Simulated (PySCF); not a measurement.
Compound: nitric acid, HNO₃.
SMILES with atom numbers: `[O:1]=[N+:2]([O-:3])[OH:4]` (hydrogens: H5 on O4)
Bond orders are those of one Lewis drawing.

Method: PySCF 2.14.0, PBE0-D3(BJ)/def2-SVP geometry optimisation, gas phase; density fitting, grid level 1; the optimiser is geomeTRIC in internal coordinates, started from a GFN2-xTB structure with every atom displaced at random (about 0.01 Å).

Step 0: E = -7629.6050 eV
```
atom  x, y, z in Å  |  force x, y, z in eV/Å
O1     -0.0033    0.7222   -1.0435    0.088   2.147  -1.898
N2     -0.1098   -0.2448   -0.4008    0.382  -0.585   2.051
O3     -0.3822   -1.3541   -0.7098   -0.012  -0.120   0.546
O4      0.1606   -0.0316    0.9788   -0.693  -3.041  -0.184
H5      0.3666    0.8737    1.1404    0.236   1.600  -0.515
```

Step 1: E = -7629.6963 eV
```
atom  x, y, z in Å  |  force x, y, z in eV/Å
O1     -0.0373    0.7632   -1.0402    0.393  -0.138   0.371
N2     -0.0947   -0.2264   -0.3560   -0.882  -0.278  -0.670
O3     -0.3171   -1.3483   -0.6835    0.133   0.036   0.049
O4      0.0144   -0.0498    0.9971    0.914   0.892   0.020
H5      0.4665    0.8268    1.0478   -0.558  -0.511   0.230
```

Question: Estimate the geometry and energy of step 2. (The exact step hangs on the optimiser's Hessian estimate; all steps are aligned on step 1, rigid shifts and turns removed.)

Answer: E = -7629.6957 eV, largest force 1.621 eV/Å
```
atom  x, y, z in Å  |  force x, y, z in eV/Å
O1      0.0028    0.7668   -1.0222   -0.574  -0.280  -0.365
N2     -0.1514   -0.2299   -0.3685    1.595   0.018   0.287
O3     -0.3244   -1.3639   -0.6817   -0.603   0.448  -0.195
O4      0.0794   -0.0580    0.9778   -0.155  -0.054   0.420
H5      0.4255    0.8505    1.0597   -0.264  -0.133  -0.147
```

The energy changes by +0.0005 eV. The first-order estimate −F·Δx gives -0.1450 eV and the mean of the old and new forces, exact on a quadratic surface, -0.0029 eV. The step makes an angle of 49° with the force vector and moves no atom by more than 0.068 Å. The energy falls at the start of this step and ends higher, so the step passed the lowest point of its straight line.

What follows is the cost of the whole optimisation. Hardware: Arm Neoverse V1, one thread, on a shared host. Cost: 8.7 s of wall time, 0.29 GiB resident at most.
